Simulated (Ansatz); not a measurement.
## Ansatz (development build ahead of 0.2.0) run

```yaml
crystal:
  periodic: [false, false, false]
  atoms:
    - { symbol: C, position_ang: [0.0, 0.0, 0.66748] }
    - { symbol: C, position_ang: [0.0, 0.0, -0.66748] }
    - { symbol: H, position_ang: [0.0, 0.90582, 1.22718] }
    - { symbol: H, position_ang: [0.0, -0.90582, 1.22718] }
    - { symbol: H, position_ang: [0.0, 0.90582, -1.22718] }
    - { symbol: H, position_ang: [0.0, -0.90582, -1.22718] }
basis:
  gaussian: { orbitals: cc-pVTZ }
hamiltonian:
  xc: hf
correlation:
  method: mp2
  frozen_orbitals: { C: 1, H: 0 }
output:
  forces: true
```

The input is written out in the form of the current development build from the run's settings.

Results

```
Converged                                                          : yes
Reference energy                                                   : -78.06362 hartree
Correlation energy                                                 : -0.33496 hartree
Total energy                                                       : -78.39858 hartree
Spin squared of the determinant                                    : 0.000
Stability test                                                     : minimum among restricted orbitals
Occupied orbitals by symmetry in an Abelian subgroup (alpha; beta) : 3 Ag 2 B1u 1 B2u 1 B3g 1 B3u; 3 Ag 2 B1u 1 B2u 1 B3g 1 B3u
```

Forces (eV/Å):
```
atom     Fx      Fy      Fz
  C1  0.000   0.000  -0.691
  C2  0.000   0.000   0.691
  H3  0.000   0.544   0.248
  H4  0.000  -0.544   0.248
  H5  0.000   0.544  -0.248
  H6  0.000  -0.544  -0.248
```
